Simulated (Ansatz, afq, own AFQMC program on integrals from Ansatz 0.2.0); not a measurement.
AlNH2, singlet in cc-pVDZ, levels against CCSDT(Q)

```yaml
atoms:
  - { symbol: Al, position_ang: [0.0000, 0.0000, 0.8574] }
  - { symbol: N, position_ang: [0.0000, 0.0000, -1.3696] }
  - { symbol: H, position_ang: [0.0000, 0.8223, -1.9591] }
  - { symbol: H, position_ang: [0.0000, -0.8223, -1.9591] }
```

Connectivity, by distances: Al–NH2.

Basis cc-pVDZ. Only valence electrons are correlated. AFQMC by an in-house program on the Cholesky factors that Ansatz 0.2.0 writes for its CCSD(T) run. ph-AFQMC/CISD is guided by a CISD state made of CCSD amplitudes; releasing the constraint for a short imaginary time cuts its bias at the price of noise, slowly where states lie close. Free AFQMC starts from the CCSD state and is never constrained. Its projection time is finite, and what remains of the start isn't in its error. ± is one standard error of the sampling.

Determinant: RHF, the one that the program's search chose, which needn't be the lowest solution. The geometry is a point of a scan.

No full CI on the walks' own integrals is used here; CCSDT(Q) serves as the reference and is uncertain by about the last step of the cluster series.

Cautions: higher spins were not checked; raised T1 diagnostic (T1 0.028, weight of the determinant 0.86, largest double 0.10); the released energies move by 1.5 errors or more from one time to the next, so no released level is given (meV from the phaseless value at times in 1/Eh: -38 ± 17 at 0.24, -21 ± 14 at 0.51, -21 ± 13 at 0.99, -60 ± 21 at 1.62, -6 ± 39 at 2.40), though the last usable value meets CCSDT(Q) within the noise.

```
T1 diagnostic                               : 0.0285
weight of the determinant in the CISD state : 0.862
size of the correlated space                : 10 electrons in 36 orbitals
```

```tsv
level	correlation energy (eV)
MP2	-6.2026
CCSD	-6.8433
CCSD(T)	-7.0625
```

Q: Estimate where phaseless AFQMC with a CISD trial lies against CCSD(T) on the same integrals.

A: 2.6 ± 1.6 kJ/mol below CCSD(T). The gap is under twice the noise, so this walk alone can't tell the two apart.

Reference: CCSDT(Q), correlation energy -7.112 eV.

| level | E − E(reference) (kJ/mol) | share of correlation (%) |
| --- | --- | --- |
| CCSD(T) | 4.8 | 99.30 |
| CCSDT | 2.7 | 99.61 |
| ph-AFQMC/HF | -17.0 ± 8.4 | 102.48 |
| ph-AFQMC/CISD | 2.3 ± 1.6 | 99.67 |
| free AFQMC | -1.4 ± 2.3 | 100.21 |

Free projections are given only where their last times agree within the noise and don't stop above the reference; a slow remainder of the start can still hide under it. A walk keeps the symmetry of its determinant, which the program's search chose and which needn't be the lowest solution, so a lower state of the same spin and another symmetry isn't excluded.
